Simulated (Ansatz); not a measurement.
Method: frozen-core CCSD(T)/cc-pVTZ // PBE-D3(BJ)/def2-SVP (Ansatz, a program for electronic structure). The geometry is that of the parent before the electron was removed.

Ansatz 0.2 input:
```yaml
crystal:
  periodic: [false, false, false]
  atoms:
    - { symbol: N, position_ang: [0.000813, -0.001121, 0.320825] }
    - { symbol: H, position_ang: [0.837091, -0.422499, -0.11054] }
    - { symbol: H, position_ang: [-0.052725, 0.936989, -0.103536] }
    - { symbol: H, position_ang: [-0.785178, -0.513368, -0.106747] }
basis:
  gaussian: { orbitals: cc-pVTZ }
correlation:
  method: ccsd_t
total_charge: 1
magnetization:
  spin_polarized: true
  initial_magnetization: 1
```

Output:

```
Functional definition: HF
403 factors; integrals over basis functions are off by at most 9.9e-4 eV
mean field evaluation 1: about -1518.0823 eV, gradient 2.4e1 eV
mean field evaluation 2: about -1518.0825 eV, gradient 2.4e1 eV
mean field evaluation 4: about -1520.1759 eV, gradient 1.5e0 eV
mean field evaluation 8: about -1520.1974 eV, gradient 7.1e-4 eV
mean field evaluation 16: about -1520.1969 eV, gradient 1.8e-1 eV
mean field -1520.19743482 eV, -55.8662253028 hartree, gradient 7.1e-7 eV, S^2 0.758073; 0 other end points of the search recorded, 0 dependent functions left out
1 core orbitals not correlated
reference -1520.19743482 eV, -55.8662253028 hartree; 4, 3 occupied and 67, 68 virtual orbitals, 403 factors
second order -4.93466106 eV of doubles, -0.00000000 eV of singles
cycle   1  -5.28511967 eV  change   -3.5e-1 eV  update   3.5e-2
cycle   2  -5.41992357 eV  change   -1.3e-1 eV  update   1.3e-2
cycle   3  -5.43183728 eV  change   -1.2e-2 eV  update   4.4e-3
cycle   4  -5.43306688 eV  change   -1.2e-3 eV  update   1.9e-3
cycle   5  -5.43349687 eV  change   -4.3e-4 eV  update   6.0e-4
cycle   6  -5.43356869 eV  change   -7.2e-5 eV  update   1.5e-4
cycle   7  -5.43358555 eV  change   -1.7e-5 eV  update   4.9e-5
cycle   8  -5.43358405 eV  change    1.5e-6 eV  update   1.4e-5
cycle   9  -5.43358521 eV  change   -1.2e-6 eV  update   3.6e-6
perturbative correction -0.13548832 eV, -0.0049791038 hartree
Total energy: -1525.76650834 eV, -56.0708849800 hartree
```

Cost: around 1.8 core-seconds (rough).
